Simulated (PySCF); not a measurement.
N2, SMILES N#N (connectivity only; charge and spin as stated), charge +1, multiplicity 2. Atoms are numbered in the order given.

```xyz
2

N      0.0000     0.0000    -0.5521
N      0.0000     0.0000     0.5521
```
Charge +1, spin multiplicity 2.

Geometry optimised at B3LYP-D3(BJ)/def2-TZVPD.

Two levels are set side by side: PBE/pcH-1 (PySCF) and B3LYP/pcH-1 (PySCF). Contact hyperfine couplings, same geometry. Differences are taken from unrounded values.

```tsv
quantity	B3LYP
A(iso) of 14N, atom N1 (MHz)	96.7
A(iso) of 14N, atom N2 (MHz)	96.7
```

Q: What does PBE give, and how far is it from B3LYP? (An estimate is asked for; the answer gives what the named calculation found.)

A: 
| quantity | PBE | PBE minus B3LYP |
|---|---|---|
| A(iso) of 14N, atom N1 (MHz) | 107.6 | 10.9 |
| A(iso) of 14N, atom N2 (MHz) | 107.6 | 10.9 |

Rough cost on one machine, each run with all the roots and properties that it gave: B3LYP against PBE within a factor of 2.
